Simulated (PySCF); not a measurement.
CCl, optimised at GFN2-xTB:

```xyz
2

C      0.0039    -0.5861     0.5372
Cl    -0.0039     0.5861    -0.5372
```

Method: PySCF energies (xtb for GFN2) plus ideal-gas RRHO corrections (1 bar). 6-31G* has spherical d functions here. Open shells (unrestricted): CCl (multiplicity 2). GFN2 has no spin-polarisation term. Spin-orbit splitting is ignored; it lowers the true energy and changes the entropy of CCl. B3LYP is the form with VWN-RPA correlation.

List the harmonic frequencies (cm⁻¹, unscaled) at this level and at the other levels, each on its own geometry.


- GFN2-xTB: 986
- B3LYP/6-31G*: 834
- HF/6-31G*: 870
- PBE/def2-SVP: 861
- PBE0/def2-TZVP: 890
